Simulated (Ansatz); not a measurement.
This geometry of AlFH2 + H3P (8 atoms, charge 0, multiplicity 1) is a first-order saddle point.

Theory: Ansatz, RKS revPBE-D4/def2-SVP.

```xyz
8
Properties=species:S:1:pos:R:3
Al 0.091 -0.372 -0.018
F -0.113 0.076 1.863
H 1.521 0.146 -0.498
H -1.302 -0.096 -0.744
P 0.189 -2.657 1.089
H -0.784 -3.028 0.107
H 1.380 -2.837 0.316
H -0.023 -1.032 1.877
```

Task: Which two structures does it join? (They come from a converged band through this point; their orientation in space is the band's.)

Result: Bonds broken: P5–H8. Bonds formed: Al1–P5, F2–H8. AlFH2 + H3P becomes AlFH5P.

Image 0:

```xyz
8
Properties=species:S:1:pos:R:3
Al 0.017 -0.032 0.031
F -0.132 0.536 1.625
H 1.490 -0.066 -0.577
H -1.339 -0.196 -0.792
P 0.171 -3.054 1.136
H -0.699 -2.506 0.117
H 1.374 -2.604 0.484
H 0.076 -1.879 1.967
```

Image 6:

```xyz
8
Properties=species:S:1:pos:R:3
Al 0.100 -0.347 -0.129
F -0.117 0.068 1.882
H 1.506 0.316 -0.494
H -1.310 0.079 -0.748
P 0.201 -2.537 0.859
H -0.777 -3.326 0.178
H 1.402 -3.136 0.370
H -0.049 -0.917 2.075
```

Task: How far does it lie above each of them?

Result: 1.00 eV above the first and 0.10 eV above the second. This is the barrier of this one path; another mechanism may lie lower. The orbitals stay closed-shell, which can raise the energy where a bond breaks towards radicals; this wasn't checked here.

Run time: 2.2 min on 1 thread of Arm Neoverse V2, on a shared host, peak memory 0.15 GiB.
